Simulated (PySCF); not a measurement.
Molfile (atoms numbered from 1):
```
CH5B
     RDKit          3D

  7  6  0  0  0  0  0  0  0  0999 V2000
    0.6973    0.0919   -0.5436 B   0  0  0  0  0  0  0  0  0  0  0  0
   -0.5297   -0.1265    0.3793 C   0  0  0  0  0  0  0  0  0  0  0  0
    1.4363   -0.7992   -0.8511 H   0  0  0  0  0  0  0  0  0  0  0  0
    0.9433    1.1929   -0.9504 H   0  0  0  0  0  0  0  0  0  0  0  0
   -0.3280    0.4140    1.3165 H   0  0  0  0  0  0  0  0  0  0  0  0
   -0.7597   -1.1621    0.6303 H   0  0  0  0  0  0  0  0  0  0  0  0
   -1.4245    0.3608   -0.0235 H   0  0  0  0  0  0  0  0  0  0  0  0
  1  2  1  0
  1  3  1  0
  1  4  1  0
  2  5  1  0
  2  6  1  0
  2  7  1  0
M  END
```

- geometry from PBE0-D3(BJ)/def2-TZVP
- GIAO PBE0/pcSseg-2 shieldings
- program: PySCF 2.14.0 with density-fitted response routines
- isolated molecule, single conformer, rapidly exchanging positions averaged, non-relativistic

Shifts are taken against calculated references (same method and geometry level): 13C and 1H against TMS; 11B against BF3·OEt2.

```json
{"atoms": "H5/H6/H7", "nucleus": "1H", "count": "3", "δ (ppm)": "?"}
{"atoms": "C2", "nucleus": "13C", "count": "1", "δ (ppm)": "16.7"}
{"atoms": "H3/H4", "nucleus": "1H", "count": "2", "δ (ppm)": "?"}
{"atoms": "B1", "nucleus": "11B", "count": "1", "δ (ppm)": "93.3"}
```

Complete the table.

Results:


- H3/H4: 8.04 ppm, hydrogen on a boron bonded to C
- H5/H6/H7: 1.37 ppm, hydrogen on a methyl carbon bonded to B

Hydrogens on boron are broadened and split by 11B (spin 3/2, 80 %) and 10B (spin 3). A carbon bonded to boron is broadened by the quadrupolar boron nucleus and is often missing from a measured spectrum. Shifts are as computed. Against solution values, carbons near 30 ppm lie about +3 ppm off and those near 130 ppm about +9 ppm. Of 1211 compounds with measured shifts, 218 miss one by over three times the rms of a fit or turn the order of signals round; such compounds aren't used in these exercises.
